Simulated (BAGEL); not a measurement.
# CH4S2 (methyl hydrodisulfide): HF/6-31G(d) (density fitting with qzvpp-jkfit, spherical functions)

Aim: the vertical singlet–triplet gap of CH4S2 (methyl hydrodisulfide) at HF/6-31G* (density fitting with qzvpp-jkfit, spherical functions), from 2 runs. 

The results are computed with BAGEL 1.2.2.

## 1. Starting point

CH4S2: 7 atoms, total charge 0, spin state singlet. As SMILES, `CSS`. The shape is that of a PBE0-D4/def2-TZVP optimisation. This is one conformer, not always the lowest.

Bond lengths: C1–S2 1.802 Å, S2–S3 2.037 Å, C1–H4 1.090 Å, C1–H5 1.089 Å, C1–H6 1.093 Å, S3–H7 1.349 Å. Angles: C1–S2–S3 103.0°, S2–C1–H4 111.1°, S2–C1–H5 110.8°, S2–C1–H6 106.0°, S2–S3–H7 99.3°, H4–C1–H5 110.4°, H4–C1–H6 109.2°, H5–C1–H6 109.3°.

## 2. A single-point energy at HF/6-31G(d) (density fitting with qzvpp-jkfit, spherical functions)

job.json reads:

```json
{ "bagel": [

{
  "title": "molecule",
  "basis": "6-31gs.json",
  "df_basis": "qzvpp-jkfit",
  "angstrom": true,
  "geometry": [
    { "atom": "C", "xyz": [   -0.757700,    0.531000,   -0.254500 ] },
    { "atom": "S", "xyz": [    0.410700,    0.313400,    1.100600 ] },
    { "atom": "S", "xyz": [    1.938900,   -0.712100,    0.227800 ] },
    { "atom": "H", "xyz": [   -1.170500,   -0.425600,   -0.574100 ] },
    { "atom": "H", "xyz": [   -0.285300,    1.039300,   -1.094100 ] },
    { "atom": "H", "xyz": [   -1.562500,    1.156200,    0.139800 ] },
    { "atom": "H", "xyz": [    1.487600,   -1.970200,    0.408600 ] }
  ]
},
{ "title": "hf" },
{ "title": "print", "file": "orbitals.molden", "orbitals": true }

]}
```

The basis set 6-31G* is read from a file made from the Basis Set Exchange's data (not shown).

On the command line:

```
$ BAGEL_NUM_THREADS=1 BAGEL job.json > job.out
```

Standard output:

```text
* using 1 threads per process

  ===============================================================
  ===============================================================

  *** Geometry ***

  { "atom" : "C", "xyz" : [     -1.431845,      1.003445,     -0.480935 ] },
  { "atom" : "S", "xyz" : [      0.776111,      0.592240,      2.079833 ] },
  { "atom" : "S", "xyz" : [      3.663990,     -1.345674,      0.430480 ] },
  { "atom" : "H", "xyz" : [     -2.211924,     -0.804267,     -1.084892 ] },
  { "atom" : "H", "xyz" : [     -0.539139,      1.963992,     -2.067549 ] },
  { "atom" : "H", "xyz" : [     -2.952697,      2.184901,      0.264184 ] },
  { "atom" : "H", "xyz" : [      2.811157,     -3.723138,      0.772142 ] },

  Number of auxiliary basis functions:      403

  Since a DF basis is specified, we compute 2- and 3-index integrals:
    o Being stored without compression. Storage requirement is 0.011 GB

  Number of basis functions:       58
  Number of electrons      :       42

    * METHOD: MOLECULE                             0.20

  *** RHF ***

  === Nuclear Repulsion ===
   150.1456124307

      * DIIS with orbital gradients will be used.

  === RHF iteration (6-31gs.json) ===
      0       -835.15509538          0.01208094           0.05
      1       -835.20150306          0.00383880           0.05
      2       -835.20638628          0.00146452           0.05
      3       -835.20720203          0.00022136           0.05
      4       -835.20722682          0.00004988           0.04
      5       -835.20722923          0.00001228           0.04
      6       -835.20722939          0.00000398           0.06
      7       -835.20722941          0.00000165           0.05
      8       -835.20722941          0.00000051           0.04
      9       -835.20722941          0.00000018           0.04
     10       -835.20722941          0.00000006           0.04
     11       -835.20722941          0.00000002           0.04
     12       -835.20722941          0.00000001           0.05
    * SCF iteration converged.

    * Permanent dipole moment:
           (    0.636823,     0.263652,     0.438550) a.u.

    * METHOD: HF                                   0.74

    * METHOD: PRINT                                0.01

  ===============================================================
```

Wall time 1.3 s (1 thread of Intel Xeon Platinum 8259CL at 2.50GHz (Skylake/Cascade Lake), shared host); peak memory 0.088 GiB.

## 3. The triplet, same level

job.json: that of step 2 with these lines changed.

```diff
@@ -17,3 +17,3 @@
 },
-{ "title": "hf" },
+{ "title": "uhf", "nopen": 2 },
 { "title": "print", "file": "orbitals.molden", "orbitals": true }
```

The basis set 6-31G* is read from a file made from the Basis Set Exchange's data (not shown).

On the command line:

```
$ BAGEL_NUM_THREADS=1 BAGEL job.json > job.out
```

Standard output:

```text
* using 1 threads per process

  ===============================================================
  ===============================================================

  *** Geometry ***

  { "atom" : "C", "xyz" : [     -1.431845,      1.003445,     -0.480935 ] },
  { "atom" : "S", "xyz" : [      0.776111,      0.592240,      2.079833 ] },
  { "atom" : "S", "xyz" : [      3.663990,     -1.345674,      0.430480 ] },
  { "atom" : "H", "xyz" : [     -2.211924,     -0.804267,     -1.084892 ] },
  { "atom" : "H", "xyz" : [     -0.539139,      1.963992,     -2.067549 ] },
  { "atom" : "H", "xyz" : [     -2.952697,      2.184901,      0.264184 ] },
  { "atom" : "H", "xyz" : [      2.811157,     -3.723138,      0.772142 ] },

  Number of auxiliary basis functions:      403

  Since a DF basis is specified, we compute 2- and 3-index integrals:
    o Being stored without compression. Storage requirement is 0.011 GB

  Number of basis functions:       58
  Number of electrons      :       42

    * METHOD: MOLECULE                             0.31

  *** Open-shell HF ***

  === Nuclear Repulsion ===
   150.1456124307

      * DIIS with orbital gradients will be used.

  === UHF iteration (6-31gs.json) ===
      0       -834.97607018          0.02342705           0.11
      1       -835.04020455          0.00799378           0.10
      2       -835.05029151          0.00329669           0.11
      3       -835.05256025          0.00136426           0.11
      4       -835.05353475          0.00039357           0.10
      5       -835.05368401          0.00019911           0.09
      6       -835.05373789          0.00009327           0.08
      7       -835.05375226          0.00006435           0.09
      8       -835.05376174          0.00004335           0.09
      9       -835.05376682          0.00002910           0.09
     10       -835.05376915          0.00001475           0.09
     11       -835.05376968          0.00000765           0.09
     12       -835.05376979          0.00000448           0.09
     13       -835.05376984          0.00000233           0.09
     14       -835.05376985          0.00000112           0.09
     15       -835.05376985          0.00000068           0.09
     16       -835.05376985          0.00000042           0.11
     17       -835.05376985          0.00000028           0.08
     18       -835.05376985          0.00000022           0.08
     19       -835.05376985          0.00000016           0.08
     20       -835.05376985          0.00000009           0.08
     21       -835.05376985          0.00000005           0.08
     22       -835.05376985          0.00000003           0.08
     23       -835.05376985          0.00000002           0.08
     24       -835.05376985          0.00000001           0.08
    * SCF iteration converged.

    * S^2 (UHF) is 2.0243

    * Permanent dipole moment:
           (    1.471860,    -0.221708,     0.115495) a.u.

    * METHOD: UHF                                  2.40

    * METHOD: PRINT                                0.01

  ===============================================================
```

Run time: 3.3 s. Hardware: 1 thread of Intel Xeon Platinum 8259CL at 2.50GHz (Skylake/Cascade Lake), shared host; peak memory 0.087 GiB.

## 4. Results

Level: HF/6-31G* (density fitting with qzvpp-jkfit, spherical functions).

```
                                        quantity          value
                           singlet: total energy  -835.20723 Eh
                          singlet: dipole moment         2.08 D
                            singlet: HOMO energy       -9.84 eV
                            singlet: LUMO energy        3.36 eV
                          singlet: HOMO–LUMO gap       13.20 eV
                           triplet: total energy  -835.05377 Eh
                          triplet: dipole moment         3.79 D
                                   triplet: ⟨S²⟩          2.024
vertical energy of the triplet above the singlet       4.176 eV
```

**Reading.** At this shape the triplet lies 4.18 eV (403 kJ/mol) above the singlet.
